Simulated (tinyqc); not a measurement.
UHF in the sto-3g basis, for LiH, spin multiplicity 1, step by step. This run ends on a higher stationary point, not on the lowest solution. One step of it, computed by the program tinyqc.

Question. Iteration 1: building the Fock matrix. J_ij = sum D_kl (ij|kl) with D = D(alpha) + D(beta), K_ij = sum D_kl (ik|jl) for each spin; F = H + J - K(s); E = tr D H + tr D J / 2 - 0.5 sum_s tr D(s) K(s) + E_nn.

D(alpha) at the start, lower triangle:
```
            1Li 1s    1Li 2s   1Li 2px   1Li 2py   1Li 2pz     2H 1s
1Li 1s    0.984606
1Li 2s    0.021630  0.062692
1Li 2px  -0.007566  0.026709  0.011667
1Li 2py  -0.044484  0.157042  0.068599  0.403349
1Li 2pz  -0.033560  0.120237  0.052513  0.308767  0.236364
2H 1s    -0.033568  0.106657  0.046648  0.274279  0.209961  0.186522
```

D(beta) at the start, lower triangle:
```
            1Li 1s     1Li 2s    1Li 2px    1Li 2py   1Li 2pz     2H 1s
1Li 1s    0.984606
1Li 2s    0.021630   0.062692
1Li 2px   0.007566  -0.026709   0.011667
1Li 2py   0.044484  -0.157042   0.068599   0.403349
1Li 2pz  -0.033560   0.120237  -0.052513  -0.308767  0.236364
2H 1s    -0.033568   0.106657  -0.046648  -0.274279  0.209961  0.186522
```

core Hamiltonian H = T + V (hartree), lower triangle:
```
            1Li 1s     1Li 2s    1Li 2px    1Li 2py    1Li 2pz      2H 1s
1Li 1s   -4.580972
1Li 2s   -1.026750  -1.278568
1Li 2px   0.000000   0.000000  -1.039985
1Li 2py   0.000000   0.000000   0.000000  -1.039985
1Li 2pz  -0.004503  -0.053140   0.000000   0.000000  -1.073759
2H 1s    -0.008003  -0.156647   0.000000   0.000000  -0.238148  -0.991212
```

Two-electron integrals (ij|kl) in chemists' order, unique and non-zero (hartree):
```
(11|11) 1.680395   (21|11) 0.265420   (21|21) 0.049941   (22|11) 0.397727
(22|21) 0.092860   (22|22) 0.290562   (31|31) 0.008981   (32|31) 0.013788
(32|32) 0.064184   (33|11) 0.396640   (33|21) 0.092880   (33|22) 0.290497
(33|33) 0.312946   (41|41) 0.008981   (42|41) 0.013788   (42|42) 0.064184
(43|43) 0.016869   (44|11) 0.396640   (44|21) 0.092880   (44|22) 0.290497
(44|33) 0.279207   (44|44) 0.312946   (51|51) 0.008981   (52|51) 0.013788
(52|52) 0.064184   (53|53) 0.016869   (54|54) 0.016869   (55|11) 0.396640
(55|21) 0.092880   (55|22) 0.290497   (55|33) 0.279207   (55|44) 0.279207
(55|55) 0.312946   (61|11) 0.001698   (61|21) 0.000334   (61|22) 0.000678
(61|33) 0.000664   (61|44) 0.000664   (61|51) 0.000058   (61|52) 0.000122
(61|55) 0.000706   (61|61) 2.75e-06   (62|11) 0.026741   (62|21) 0.006428
(62|22) 0.024938   (62|33) 0.023451   (62|44) 0.023451   (62|51) 0.000842
(62|52) 0.007760   (62|55) 0.027878   (62|61) 0.000058   (62|62) 0.006237
(63|31) 0.000190   (63|32) 0.001399   (63|53) 0.000758   (63|63) 0.000192
(64|41) 0.000190   (64|42) 0.001399   (64|54) 0.000758   (64|64) 0.000192
(65|11) 0.040770   (65|21) 0.009813   (65|22) 0.038387   (65|33) 0.035966
(65|44) 0.035966   (65|51) 0.001308   (65|52) 0.012195   (65|55) 0.043177
(65|61) 0.000089   (65|62) 0.009937   (65|65) 0.015850   (66|11) 0.174877
(66|21) 0.042169   (66|22) 0.173172   (66|33) 0.162369   (66|44) 0.162369
(66|51) 0.004502   (66|52) 0.052086   (66|55) 0.194434   (66|61) 0.000371
(66|62) 0.060855   (66|65) 0.098019   (66|66) 0.774606
```

nuclear repulsion = 0.52463041 hartree

Give: Coulomb J; exchange K(alpha); exchange K(beta); F(alpha); F(beta); total energy of this density.

Answer.

Coulomb J (hartree), lower triangle:
```
         1Li 1s  1Li 2s  1Li 2px  1Li 2py  1Li 2pz  2H 1s
1Li 1s    4.009
1Li 2s    0.686   1.314
1Li 2px   0.000   0.000    1.291
1Li 2py   0.000   0.000    0.005    1.317
1Li 2pz   0.009   0.062    0.000    0.000    1.326
2H 1s     0.005   0.126    0.000    0.000    0.196  1.018
```

exchange K(alpha) (hartree), lower triangle:
```
         1Li 1s  1Li 2s  1Li 2px  1Li 2py  1Li 2pz  2H 1s
1Li 1s    1.675
1Li 2s    0.286   0.123
1Li 2px   0.000   0.010    0.029
1Li 2py  -0.001   0.058    0.020    0.145
1Li 2pz  -0.001   0.054    0.017    0.101    0.118
2H 1s     0.003   0.053    0.010    0.060    0.085  0.205
```

exchange K(beta) (hartree), lower triangle:
```
         1Li 1s  1Li 2s  1Li 2px  1Li 2py  1Li 2pz  2H 1s
1Li 1s    1.675
1Li 2s    0.286   0.123
1Li 2px   0.000  -0.010    0.029
1Li 2py   0.001  -0.058    0.020    0.145
1Li 2pz  -0.001   0.054   -0.017   -0.101    0.118
2H 1s     0.003   0.053   -0.010   -0.060    0.085  0.205
```

F(alpha) (hartree), lower triangle:
```
         1Li 1s  1Li 2s  1Li 2px  1Li 2py  1Li 2pz   2H 1s
1Li 1s   -2.247
1Li 2s   -0.626  -0.088
1Li 2px   0.000  -0.010    0.222
1Li 2py   0.001  -0.058   -0.016    0.133
1Li 2pz   0.005  -0.045   -0.017   -0.101    0.134
2H 1s    -0.006  -0.083   -0.010   -0.060   -0.127  -0.178
```

F(beta) (hartree), lower triangle:
```
         1Li 1s  1Li 2s  1Li 2px  1Li 2py  1Li 2pz   2H 1s
1Li 1s   -2.247
1Li 2s   -0.626  -0.088
1Li 2px   0.000   0.010    0.222
1Li 2py  -0.001   0.058   -0.016    0.133
1Li 2pz   0.005  -0.045    0.017    0.101    0.134
2H 1s    -0.006  -0.083    0.010    0.060   -0.127  -0.178
```

total energy of this density = -7.51712 hartree
